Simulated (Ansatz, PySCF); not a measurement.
This Ansatz (an electronic-structure program) input computes a CAM-B3LYP/def2-TZVPD energy:

Ansatz 0.2 input:
```yaml
crystal:
  periodic: [false, false, false]
  atoms:
    - {symbol: C, position_ang: [0.00000000, 0.00000000, 0.00000000]}
    - {symbol: F, position_ang: [0.76292155, 0.76566412, 0.76815773]}
    - {symbol: F, position_ang: [-0.78426309, -0.74930884, 0.76277441]}
    - {symbol: F, position_ang: [-0.74667016, 0.76533291, -0.78428715]}
    - {symbol: F, position_ang: [0.76801170, -0.78168819, -0.74664498]}
basis:
  gaussian:
    orbitals: def2-TZVPD
hamiltonian:
  xc: {name: CAM-B3LYP}
output: {forces: true}
```

Question: Write an input for the same energy in PySCF and say what it gives.

Answer: 
```python
from pyscf import gto, scf, dft

mol = gto.M(
    atom='''
    C     0.00000000    0.00000000    0.00000000
    F     0.76292155    0.76566412    0.76815773
    F    -0.78426309   -0.74930884    0.76277441
    F    -0.74667016    0.76533291   -0.78428715
    F     0.76801170   -0.78168819   -0.74664498
    ''',
    basis='def2-tzvpd',
    charge=0,
    spin=0,
    verbose=4,
)

mf = dft.RKS(mol, xc='camb3lyp').density_fit(auxbasis='def2-universal-jkfit')
mf.grids.level = 3
mf.conv_tol = 1e-9
mf.max_cycle = 100
mf.max_memory = 1500
mf.kernel()
if not mf.converged:
    mf = mf.newton()
    mf.kernel(mf.make_rdm1())
mf.analyze()
```
It gives -437.59120 Eh, and Ansatz -437.59113 Eh, a difference of 0.07 mEh, from the treatment of integrals and grids.
